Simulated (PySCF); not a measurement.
# S(OH)₂: singlet, from a linear start

Where does singlet S(OH)₂ go from a linear start, is the end point a minimum, and what are its modes, charges and moments?

Computed with PySCF 2.14.0. Level: PBE0, basis S def2-TZVP, O def2-TZVP, H def2-TZVP, no relativity, density fitting.

### Step 1. The starting structure

5 atoms, charge 0, spin multiplicity 1.

Bond lengths: S1–O2 1.660 Å, S1–O3 1.660 Å, O2–H4 0.960 Å, O3–H5 0.960 Å. Angles: O2–S1–O3 180.0°, S1–O2–H4 130.0°, S1–O3–H5 130.0°.

```xyz
5
charge 0 multiplicity 1
S     0.0000    0.0000    0.0000
O     0.0000    0.0000    1.6600
O     0.0000    0.0000   -1.6600
H    -0.7354    0.0000    2.2771
H     0.7354    0.0000   -2.2771
```

### Step 2. First SCF at the start

One driver script runs all steps and calls PySCF; scf.py shows how it sets up the SCF of each step. The optimiser is the driver's own. After this first run the driver tries any further starts and a stability analysis.

The input, scf.py:

```python
from pyscf import gto, scf, dft
mol = gto.M(atom='''
S      0.000000     0.000000     0.000000
O      0.000000     0.000000     1.660000
O      0.000000     0.000000    -1.660000
H     -0.735400     0.000000     2.277100
H      0.735400     0.000000    -2.277100''',
    basis={'S': 'def2-TZVP', 'O': 'def2-TZVP', 'H': 'def2-TZVP'},
    charge=0, spin=0)
mf = dft.RKS(mol, xc='PBE0')
mf.grids.atom_grid = (50, 194)
aux = {'S': 'def2-universal-JKFIT', 'O': 'def2-universal-JKFIT', 'H': 'def2-universal-JKFIT'}
mf = mf.density_fit(auxbasis=aux)
mf.conv_tol = 1e-08
mf.diis_space = 10
mf.max_cycle = 60
mf.init_guess = 'minao'
mf.verbose = 4
mf.kernel()
```

On the command line:

```sh
> OMP_NUM_THREADS=4 python axn.py task.json out
```

What it wrote:

```text
init E= -549.853405079309
  HOMO = -0.245120357146164  LUMO = -0.222994136699737  gap/eV = 0.60209
cycle= 1 E= -549.359593216245  delta_E= 0.494  |g|= 0.839  |ddm|= 2.27
  HOMO = -0.178839838945054  LUMO = -0.0838579362732474  gap/eV = 2.58459
cycle= 2 E= -549.034139129416  delta_E= 0.325  |g|= 1.54  |ddm|= 1.29
  HOMO = -0.211116959046109  LUMO = -0.129635497689073  gap/eV = 2.21722
cycle= 3 E= -549.479627188196  delta_E= -0.445  |g|= 0.132  |ddm|= 0.855
  HOMO = -0.234899377472395  LUMO = -0.147551580558961  gap/eV = 2.37685
cycle= 4 E= -549.483895047745  delta_E= -0.00427  |g|= 0.036  |ddm|= 0.196
  HOMO = -0.228544804477757  LUMO = -0.139975811736441  gap/eV = 2.41009
cycle= 5 E= -549.484179745368  delta_E= -0.000285  |g|= 0.00483  |ddm|= 0.0494
  HOMO = -0.228648567183804  LUMO = -0.139967602560539  gap/eV = 2.41313
cycle= 6 E= -549.484183221733  delta_E= -3.48e-06  |g|= 0.000815  |ddm|= 0.00273
  HOMO = -0.228587494076365  LUMO = -0.139908305074904  gap/eV = 2.41308
cycle= 7 E= -549.484183368696  delta_E= -1.47e-07  |g|= 5.39e-05  |ddm|= 0.00074
  HOMO = -0.228599956331749  LUMO = -0.139920847491872  gap/eV = 2.41308
cycle= 8 E= -549.484183369554  delta_E= -8.58e-10  |g|= 1.27e-05  |ddm|= 0.000104
  HOMO = -0.228595698385732  LUMO = -0.139917206127606  gap/eV = 2.41306
Extra cycle  E= -549.484183369529  delta_E= 2.48e-11  |g|= 1.73e-05  |ddm|= 3.34e-05
converged SCF energy = -549.484183369529
```

This step, with its further starts and checks, ran for 5.5 s (4 threads of Arm Neoverse V2, shared host).

The starts that the driver tried:

```tsv
start	energy (Eh)
the minimal-basis guess	-549.484183
a thermally smeared density	-549.484183
a smeared PBE density	-549.484183
```

No lower closed-shell solution turned up from the other starts or in the test of internal stability.

### Step 3. Relaxing the singlet from the linear start

The program finds C2h symmetry in the start, which this walk keeps. The walk stops when the largest gradient is under 0.0003 Eh/bohr and the energy has settled too.

scf.py: that of step 2 with these lines changed.

```diff
@@ -5 +5 @@
-O      0.000000     0.000000    -1.660000
+O     -0.000000     0.000000    -1.660000
@@ -17 +16,0 @@
-mf.init_guess = 'minao'
```

Steps of the walk:

```tsv
step	energy (Eh)	change (kJ/mol)	largest symmetric gradient (Eh/bohr)
0	-549.484183	0.00	0.02506
1	-549.491588	-19.44	0.01231
2	-549.493995	-25.76	0.01371
3	-549.494774	-27.81	0.00421
4	-549.494942	-28.25	0.00038
5	-549.494943	-28.25	0.00008
```

The walk took 4.5 s.

Geometry (Å) and forces (eV/Å) at some steps:

```
step 0
S    0.000   0.000   0.000   0.000   0.000   0.000
O    0.000   0.000   1.660   1.289   0.000   1.137
O    0.000   0.000  -1.660  -1.289   0.000  -1.137
H   -0.735   0.000   2.277  -0.874   0.000  -0.203
H    0.735   0.000  -2.277   0.874   0.000   0.203
step 1
S    0.000   0.000   0.000   0.000   0.000   0.000
O    0.054   0.000   1.700   0.109   0.000   0.590
O   -0.054   0.000  -1.700  -0.109   0.000  -0.590
H   -0.763   0.000   2.241   0.146   0.000  -0.633
H    0.763   0.000  -2.241  -0.146   0.000   0.633
step 3
S    0.000   0.000   0.000   0.000   0.000   0.000
O    0.108   0.000   1.712  -0.184   0.000   0.018
O   -0.108   0.000  -1.712   0.185   0.000  -0.018
H   -0.769   0.000   2.137   0.216   0.000  -0.190
H    0.769   0.000  -2.137  -0.216   0.000   0.190
step 5
S    0.000   0.000   0.000   0.000   0.000   0.001
O    0.116   0.000   1.706   0.000   0.000  -0.004
O   -0.116   0.000  -1.706   0.000   0.000   0.004
H   -0.765   0.000   2.110  -0.001   0.000   0.001
H    0.765   0.000  -2.110   0.002   0.000  -0.001
```

After 5 steps and 28.2 kJ/mol it ends at C2h: O–H 0.969 Å (×2), S–O 1.710 Å (×2); H–O–S 110.7° (×2), O–S–O 180.0°.

### Step 4. Vibrations and properties at this point

The point is checked on the finer grid, and tightened if its gradient asks for it. The Hessian and the dipole derivatives come from central differences of analytic gradients, with steps of 0.02 bohr.

scf.py: that of step 3 with these lines changed.

```diff
@@ -4,4 +4,4 @@
-O      0.000000     0.000000     1.660000
-O     -0.000000     0.000000    -1.660000
-H     -0.735400     0.000000     2.277100
-H      0.735400     0.000000    -2.277100''',
+O      0.115771     0.000000     1.705646
+O     -0.115771     0.000000    -1.705646
+H     -0.764762     0.000000     2.109538
+H      0.764762     0.000000    -2.109538''',
@@ -11 +11 @@
-mf.grids.atom_grid = (50, 194)
+mf.grids.atom_grid = (75, 302)
@@ -14 +14 @@
-mf.conv_tol = 1e-08
+mf.conv_tol = 1e-10
```

This SCF starts from the last density.

SCF at the final geometry:

```text
init E= -549.494943306679
  HOMO = -0.250576518600198  LUMO = -0.154494762981251  gap/eV = 2.61452
cycle= 1 E= -549.494943306352  delta_E= 3.28e-10  |g|= 4.29e-05  |ddm|= 3.22e-05
  HOMO = -0.250576352747437  LUMO = -0.154494727718188  gap/eV = 2.61451
cycle= 2 E= -549.494943303545  delta_E= 2.81e-09  |g|= 0.000125  |ddm|= 9.42e-05
  HOMO = -0.250576434346208  LUMO = -0.154494738143313  gap/eV = 2.61452
cycle= 3 E= -549.494943306725  delta_E= -3.18e-09  |g|= 6.82e-07  |ddm|= 7.02e-05
  HOMO = -0.250576457341516  LUMO = -0.154494743740663  gap/eV = 2.61452
cycle= 4 E= -549.494943306725  delta_E= -3.41e-13  |g|= 2.14e-08  |ddm|= 3.47e-07
  HOMO = -0.250576464262103  LUMO = -0.154494749996985  gap/eV = 2.61452
Extra cycle  E= -549.494943306724  delta_E= 1.14e-12  |g|= 1.93e-08  |ddm|= 4.79e-08
converged SCF energy = -549.494943306724
```

The whole step took 21 s.

Geometry: C2h; O–H 0.969 Å (×2), S–O 1.710 Å (×2); H–O–S 110.8° (×2), O–S–O 180.0°.

Modes, for the most abundant isotopes:

```tsv
symmetry	ω (cm⁻¹)	IR (km/mol)
au	463i	9.4
bu	370	23.8
ag	595	0.0
bu	644	468
au	811	248
ag	901	0.0
bu	1031	150
bu	3757	140
ag	3759	0.0
```

1 mode is imaginary, the largest at 463i cm⁻¹: a saddle point, not a minimum.

Properties at this point:

```yaml
Dipole_moment: 0.00 D
Highest_occupied_level: -6.82 eV
Lowest_empty_level: -4.20 eV
Rotational_constants: 11.13, 0.1651, 0.1627 cm⁻¹
Zero-point_energy_real_modes: 71.0 kJ/mol
Principal_polarisabilities: 18.3, 20.8, 57.4 bohr³
Atomisation_energy_without_zero-point_energy: 1265 kJ/mol
Principal_traceless_quadrupole_moments_about_the_centre_of_mass: -10.74, -0.34, 11.08 D Å
```

Charges (e) and bond orders:

```tsv
atom	Mulliken	Löwdin	polar tensor	Mayer order to S1
S1	0.18	0.30	0.93	–
O2,3	-0.40	-0.28	-0.74	1.04
H4,5	0.31	0.13	0.27	0.03
```

Outer orbital energies (eV). occupied: -19.61, -15.64, -12.92, -12.26, -11.33, -9.95, -8.09, -6.82; empty: -4.20, 0.97, 1.42, 4.90.

Mulliken populations on S1: s 6.07, p 9.37, d 0.36, f 0.03.

### Step 5. Following the imaginary mode

The start is the last point, displaced along its most imaginary mode.

The program finds C2 symmetry in the start, which this walk keeps.

scf.py: that of step 4 with these lines changed.

```diff
@@ -3,5 +3,5 @@
-S      0.000000     0.000000     0.000000
-O      0.115771     0.000000     1.705646
-O     -0.115771     0.000000    -1.705646
-H     -0.764762     0.000000     2.109538
-H      0.764762     0.000000    -2.109538''',
+S     -0.000000    -0.074999    -0.000000
+O      0.115771     0.067396     1.705646
+O     -0.115771     0.067396    -1.705646
+H     -0.764762     0.120000     2.109538
+H      0.764762     0.120000    -2.109538''',
@@ -11 +11 @@
-mf.grids.atom_grid = (75, 302)
+mf.grids.atom_grid = (50, 194)
@@ -14 +14 @@
-mf.conv_tol = 1e-10
+mf.conv_tol = 1e-08
```

The optimiser's trace:

```tsv
step	energy (Eh)	change (kJ/mol)	largest symmetric gradient (Eh/bohr)
0	-549.499747	0.00	0.03237
1	-549.523935	-63.51	0.04489
2	-549.550779	-133.98	0.04430
3	-549.573992	-194.93	0.03663
4	-549.589373	-235.31	0.01868
5	-549.590976	-239.52	0.01133
6	-549.591463	-240.80	0.01257
7	-549.591910	-241.97	0.01084
8	-549.592248	-242.86	0.00158
9	-549.592311	-243.03	0.00197
10	-549.592334	-243.09	0.00044
11	-549.592336	-243.09	0.00018
```

The walk took 10 s.

End point (C2, 11 steps, 243.1 kJ/mol gained): O–H 0.965 Å (×2), S–O 1.635 Å (×2); H–O–S 108.6° (×2), O–S–O 103.6°.

### Step 6. Hessian and properties

As before: finer grid, then central differences.

scf.py: that of step 5 with these lines changed.

```diff
@@ -3,5 +3,5 @@
-S     -0.000000    -0.074999    -0.000000
-O      0.115771     0.067396     1.705646
-O     -0.115771     0.067396    -1.705646
-H     -0.764762     0.120000     2.109538
-H      0.764762     0.120000    -2.109538''',
+S     -0.000000    -0.529828    -0.000000
+O      0.203391     0.482199     1.268501
+O     -0.203391     0.482199    -1.268501
+H     -0.665220     0.751367     1.591115
+H      0.665220     0.751367    -1.591115''',
@@ -11 +11 @@
-mf.grids.atom_grid = (50, 194)
+mf.grids.atom_grid = (75, 302)
@@ -14 +14 @@
-mf.conv_tol = 1e-08
+mf.conv_tol = 1e-10
```

SCF at the final geometry:

```text
init E= -549.592336258116
  HOMO = -0.240018999152731  LUMO = 0.000478440694331157  gap/eV = 6.54427
cycle= 1 E= -549.592336258096  delta_E= 2.02e-11  |g|= 1.19e-05  |ddm|= 9.32e-06
  HOMO = -0.240018623625637  LUMO = 0.000478659743516332  gap/eV = 6.54426
cycle= 2 E= -549.592336258031  delta_E= 6.43e-11  |g|= 2.3e-05  |ddm|= 1.76e-05
  HOMO = -0.240018744972986  LUMO = 0.000478596766484581  gap/eV = 6.54427
cycle= 3 E= -549.592336258123  delta_E= -9.21e-11  |g|= 3.73e-07  |ddm|= 1.16e-05
  HOMO = -0.240018856633633  LUMO = 0.000478527104969822  gap/eV = 6.54427
Extra cycle  E= -549.592336258124  delta_E= -2.27e-13  |g|= 4.19e-07  |ddm|= 6.21e-07
converged SCF energy = -549.592336258124
```

The whole step ran for 23 s (4 threads of Arm Neoverse V2, shared host).

Geometry: C2; O–H 0.965 Å (×2), S–O 1.635 Å (×2); H–O–S 108.7° (×2), O–S–O 103.5°.

Harmonic modes (main isotopes):

```
symmetry  ω (cm⁻¹)  IR (km/mol)
       a       357          0.8
       a       522          145
       b       534          104
       b       819          194
       a       829         58.9
       a      1186         20.7
       b      1187         50.7
       b      3793          124
       a      3797         14.9
```

All wavenumbers are real: a minimum.

Properties at this point:

| Quantity | Value |
| --- | --- |
| Dipole moment | 0.71 D |
| Highest occupied level | -6.53 eV |
| Lowest empty level | 0.01 eV |
| Rotational constants | 0.8832, 0.2867, 0.2253 cm⁻¹ |
| Zero-point energy | 77.9 kJ/mol |
| Principal polarisabilities | 20.4, 25.4, 32.7 bohr³ |
| Atomisation energy without zero-point energy | 1521 kJ/mol |
| Principal traceless quadrupole moments about the centre of mass | -7.74, -0.72, 8.46 D Å |
| Entropy at 298.15 K and 1 bar | 262.6 J/(mol K) |
| Heat capacity Cp at 298.15 K | 56.6 J/(mol K) |
| Enthalpy at 298.15 K above 0 K | 12.39 kJ/mol |
| Rotational symmetry number | 2 |

Populations by atom (charges in e):

```tsv
atom	Mulliken	Löwdin	polar tensor	Mayer order to S1
S1	0.17	0.24	0.71	–
O2,3	-0.42	-0.27	-0.62	1.07
H4,5	0.33	0.15	0.26	0.02
```

Outer orbital energies (eV). occupied: -19.60, -15.85, -13.29, -12.60, -12.10, -9.67, -9.54, -6.53; empty: 0.01, 0.17, 2.06, 2.08.

Mulliken populations on S1: s 5.89, p 9.59, d 0.31, f 0.04.

### Step 7. Would spin polarisation lower it?

At the lowest minimum the closed shell is tested against spin polarisation, on the (50, 194) grid. It is stable.

### Step 8. The points found, side by side

| spin | group | bonds | imaginary modes (cm⁻¹) | ΔE (kJ/mol) | with zero-point energy |
| --- | --- | --- | --- | --- | --- |
| singlet | C2 | O–H 0.965 Å (×2), S–O 1.635 Å (×2) | none | 0.0 | 0.0 |
| singlet | C2h | O–H 0.969 Å (×2), S–O 1.710 Å (×2) | 463i | 255.7 | – |

### Step 9. Summary of results

```
                                 quantity                                                                                value
                                  minimum                                                                          singlet, C2
                                 geometry                  O–H 0.965 Å (×2), S–O 1.635 Å (×2); H–O–S 108.7° (×2), O–S–O 103.5°
                       wavenumbers (cm⁻¹)  357 (a), 522 (a), 534 (b), 819 (b), 829 (a), 1186 (a), 1187 (b), 3793 (b), 3797 (a)
                            dipole moment                                                                               0.71 D
     highest occupied, lowest empty level                                                                       -6.53, 0.01 eV
                polar-tensor charge of S1                                                                              +0.71 e
                        zero-point energy                                                                          77.9 kJ/mol
                      entropy at 298.15 K                                                                      262.6 J/(mol K)
atomisation energy (no zero-point energy)                                                                          1521 kJ/mol
```

The linear start (C2h) ends in a minimum of C2 symmetry, after a stop at a saddle point 255.7 kJ/mol higher, from which it was pushed off along an imaginary mode. In the infrared the band at 819 cm⁻¹ (b) leads. Only this shape and spin were tried, so other structures or states may lie lower.

The search up to here took 67 s.
